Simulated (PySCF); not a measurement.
C₄H₆FO (charge +1).
Geometry (GFN2-xTB, Å), atoms numbered from 1 in this order:
```
atom  x, y, z in Å
C1    -0.6884    1.2068    0.0882
C2     0.2332    0.0586   -0.3943
C3     1.5455    0.3107   -0.0118
O4     2.5858    0.5190    0.3329
C5    -0.2349   -1.3357    0.1571
F6     0.5563   -2.2977   -0.3595
H7    -0.7065    1.2672    1.1729
H8    -0.3687    2.1634   -0.3162
H9    -1.6966    1.0062   -0.2654
H10    0.2087   -0.0028   -1.4968
H11   -1.2613   -1.5141   -0.1822
H12   -0.1718   -1.3823    1.2492
```

A PySCF run (density fitting, gas phase, GFN2-xTB geometry) gave HOMO -15.00 eV, LUMO -8.00 eV.

Problem. Which of these levels was it?
A. PBE0/def2-SVP
B. PBE0/def2-TZVP
C. B97-2/def2-SVPD

Solution. C. It is B97-2/def2-SVPD. All candidates on this geometry:

```
                                                  level and settings           kind  basis functions  SCF cycles     E (Eh)  HOMO (eV)  LUMO (eV)
                                                     B97-2/def2-SVPD  global hybrid              174          14  -330.4507     -15.00      -8.00
PBE0/def2-SVP, damping 0.1 at the start, DIIS from the seventh cycle  global hybrid              114          19  -330.1744     -15.07      -7.89
                           PBE0/def2-TZVP, energy threshold 1e-06 Eh  global hybrid              222           8  -330.5562     -15.19      -7.79
```

The nearest other candidate, by the summed differences of HOMO and LUMO, is PBE0/def2-SVP: its HOMO differs by -0.07 eV and its LUMO by +0.11 eV. Cycle counts include a coarse-grid stage where the run had one.
